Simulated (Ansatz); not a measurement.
A run of Ansatz (development build ahead of 0.2.0) on singlet C₄H₁₀ at this shape:

| atom | x (Å) | y (Å) | z (Å) |
| --- | --- | --- | --- |
| C | -0.0185 | -0.4083 | -1.8644 |
| C | -0.0348 | 0.4160 | -0.6750 |
| C | -0.0013 | -0.3650 | 0.6365 |
| C | 0.0191 | 0.4657 | 1.8935 |
| H | 0.0418 | 0.1829 | -2.7995 |
| H | 0.8376 | -1.0698 | -1.9585 |
| H | -0.8622 | -1.0331 | -1.9443 |
| H | -0.8496 | 1.0495 | -0.6146 |
| H | 0.9146 | 1.0604 | -0.6629 |
| H | 0.8638 | -1.0787 | 0.6825 |
| H | -0.8513 | -1.0443 | 0.6231 |
| H | 0.0258 | -0.1749 | 2.8399 |
| H | 0.8422 | 1.0830 | 1.9778 |
| H | -0.8748 | 1.1164 | 1.9816 |

Its results:

```json
{
 "Converged": "yes",
 "Reference energy": "-157.29201 hartree",
 "Correlation energy": "-0.58767 hartree",
 "Total energy": "-157.87969 hartree",
 "Spin squared of the determinant": "0.000"
}
```

Which input gives this output? Name the method, the orbitals and the basis set, and write the input.

RHF-MP2 in cc-pVDZ. An unrestricted run that stays on the closed shell gives the same numbers.

```yaml
crystal:
  periodic: [false, false, false]
  atoms:
    - { symbol: C, position_ang: [-0.01851, -0.40835, -1.86445] }
    - { symbol: C, position_ang: [-0.03482, 0.41604, -0.67501] }
    - { symbol: C, position_ang: [-0.00134, -0.36505, 0.6365] }
    - { symbol: C, position_ang: [0.01914, 0.46566, 1.89346] }
    - { symbol: H, position_ang: [0.04182, 0.18289, -2.79953] }
    - { symbol: H, position_ang: [0.83764, -1.06977, -1.95852] }
    - { symbol: H, position_ang: [-0.86221, -1.03313, -1.9443] }
    - { symbol: H, position_ang: [-0.84957, 1.04947, -0.61464] }
    - { symbol: H, position_ang: [0.91463, 1.06041, -0.66285] }
    - { symbol: H, position_ang: [0.86377, -1.07866, 0.68254] }
    - { symbol: H, position_ang: [-0.85127, -1.04427, 0.62313] }
    - { symbol: H, position_ang: [0.0258, -0.17492, 2.8399] }
    - { symbol: H, position_ang: [0.84221, 1.08303, 1.97784] }
    - { symbol: H, position_ang: [-0.8748, 1.11641, 1.98159] }
basis:
  gaussian: { orbitals: cc-pVDZ }
hamiltonian:
  xc: hf
correlation:
  method: mp2
  frozen_orbitals: { C: 1, H: 0 }
```
